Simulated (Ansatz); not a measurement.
## CH7N3: structure from calculated spectroscopic constants

These gas-phase data were calculated for one isomer of CH7N3 at PBE0-D3(BJ)/def2-SVP (harmonic, unscaled wavenumbers; equilibrium rotational constants with average atomic masses):

```
rotational constants            : 9.183, 8.688, 5.075 GHz
all wavenumbers above 1500 cm⁻¹ : 3634, 3624, 3604, 3541, 3526, 3509, 2970, 1631, 1622, 1611
```

Candidates:

(1) `NCNN`, a singlet
(2) `NC(N)N`, a singlet

Question: Which candidate do the data belong to?

Answer: Candidate (2). 6 modes lie between 3250 and 3800 cm⁻¹, one for each N–H bond, while (1) has 5.

The same quantities for all candidates:

|  | rotational constants (GHz) | wavenumbers above 1500 cm⁻¹ | E above the lowest, PBE0-D3(BJ)/def2-SVP (kcal/mol) |
| --- | --- | --- | --- |
| (1) | 16.22, 5.419, 4.619 | 3610, 3603, 3524, 3482, 3465, 3088, 2973, 1663, 1653 | 26.3 |
| (2) | 9.183, 8.688, 5.075 | 3634, 3624, 3604, 3541, 3526, 3509, 2970, 1631, 1622, 1611 | 0.0 |

Harmonic stretches to hydrogen usually lie a few per cent above observed fundamentals. Each candidate is one conformer. Programs: Ansatz 0.2.0.
